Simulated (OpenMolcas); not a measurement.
# CS2 (carbon disulfide): entropy by statistical mechanics

A linear singlet with charge 0, relaxed at HF/3-21G (OpenMolcas 26.06):

```xyz
3

S     1.3837   -0.1591    0.7435
C     0.0000    0.0000    0.0000
S    -1.3837    0.1591   -0.7435
```

Harmonic wavenumbers in cm⁻¹: 433, 433, 653, 1504.

Masses in u: S 32.06, C 12.011. Take T = 298.15 K, p = 1 bar, R = 8.3145 J/(mol K), kT/hc = 207.22 cm⁻¹, rigid rotor and harmonic oscillator.

Task: Work out S° at 298 K.

Result: 
1. Translation (Sackur–Tetrode): S = R[3/2 ln M + 5/2 ln T − 1.1517] with M = 76.131 gives 162.9 J/(mol K).
2. Rotation: the moment of inertia is 159.834 u Å², so B = 16.8576/I = 0.1055 cm⁻¹; σ = 2; q = kT/(σhcB) = 982.1; S = R(ln q + 1) = 65.6.
3. Vibration: with u = ν̃/207.22, each mode gives R[u/(eᵘ − 1) − ln(1 − e⁻ᵘ)]; the sum is 8.7, most from 433 cm⁻¹ (3.6), 433 cm⁻¹ (3.6), 653 cm⁻¹ (1.5).
4. Spin: R ln 1 = 0.0.
5. Sum: 162.9 + 65.6 + 8.7 + 0.0 = 237.2 J/(mol K).

The tabulated value is 237.8 J/(mol K) (CRC Handbook of Chemistry and Physics): the model is off by -0.6. The set lacks polarisation functions, so shape and wavenumbers are rough.
